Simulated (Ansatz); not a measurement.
# AlSiH (singlet): the correlation ladder at distance Si1–Al2 = 6.491 Å, cc-pVDZ

Aim: climb from Hartree-Fock through coupled cluster and multireference methods for AlSiH (singlet) at one geometry and basis, and see what each rung misses.

Program: Ansatz 0.2.0, Gaussian basis. Level of theory: cc-pVDZ, core rule «outside noble gas», up to 10 orbitals frozen. These are calculated values, not measurements.

Plan: UHF; CCSD(T) on RHF; CCSD(T) on UHF; BCCD(T) on RHF; CISD; CCSDT(Q) on RHF; CCSDT(Q) on UHF; CISDTQ; CCSDTQ on RHF; CCSDTQ on UHF; CASSCF and MRCISD+Q, 2 electrons in 2 orbitals; CASSCF and NEVPT2, 2 electrons in 2 orbitals; Full CI.

8 further runs of the same task are left out: 8 for a known fault of the program.

### 1 The system

The geometry derives from a PBE0/def2-TZVP stationary point (not a proven minimum). One bond is set to the value named and the two fragments are kept rigid.

3 atoms, charge 0, spin multiplicity 1.

Atoms are counted from 1 here; the program's logs count them from 0.

Bond lengths: Al2–H3 1.595 Å.

### 2 UHF

in.yaml

```yaml
crystal:
  periodic: [false, false, false]
  atoms:
    - {symbol: Si, position_ang: [0.000000, 0.000000, -4.858935]}
    - {symbol: Al, position_ang: [0.000000, 0.000000, 1.632065]}
    - {symbol: H, position_ang: [0.000000, 0.000000, 3.226871]}
basis:
  gaussian: {orbitals: cc-pVDZ}
magnetization: {spin_polarized: true, initial_magnetization: 0}
hamiltonian: {xc: hf}
output: {orbitals: {seedname: orbitals}}
```

The run is started by

```console
$ ansatz run in.yaml --threads 1 --pin off --events-out ev --progress --plain --max-ram 3498MiB --backend cpu
```

After this run come: CCSD(T) on RHF; CCSD(T) on UHF; BCCD(T) on RHF; CISD; CCSDT(Q) on RHF; CCSDT(Q) on UHF; CISDTQ; CCSDTQ on RHF; CCSDTQ on UHF; CASSCF and MRCISD+Q, 2 electrons in 2 orbitals; CASSCF and NEVPT2, 2 electrons in 2 orbitals; Full CI.

Before running them: what should the planned runs give, taken together? Wanted: FCI below the RHF energy; RMP2 from FCI; RCCSD from FCI; RCCSD(T) from FCI; NEVPT2 pair from FCI; MRCISD+Q pair from FCI; T1 diagnostic; effectively unpaired electrons.

**Answer**, as computed:

| quantity | value |
| --- | --- |
| FCI below the RHF energy | -4.5289 eV |
| RMP2 from FCI | +37.47 kcal/mol |
| RCCSD from FCI | +4.46 kcal/mol |
| RCCSD(T) from FCI | +2.08 kcal/mol |
| NEVPT2 pair from FCI | +25.58 kcal/mol |
| MRCISD+Q pair from FCI | -1.30 kcal/mol |
| levels within 1 kcal/mol (43 meV) | RCCSDTQ |
| T1 diagnostic | 0.013 |
| effectively unpaired electrons | 2.08 |

In words: RCCSD(T) lands +2.08 kcal/mol from the yardstick (2.0 % of the correlation energy). MRCISD+Q pair falls below full CI: the +Q correction isn't variational, and the cores differ from full CI's. With 2.1 effectively unpaired electrons against 0 the state is strongly multireference. Coupled cluster on one determinant still stays close here. Of the multireference levels listed MRCISD+Q pair comes nearest in total energy (-1.30 kcal/mol), which doesn't show that its space is the better one. Coupled cluster took another determinant than the lowest Hartree-Fock one. These misses are within one basis, not against nature.
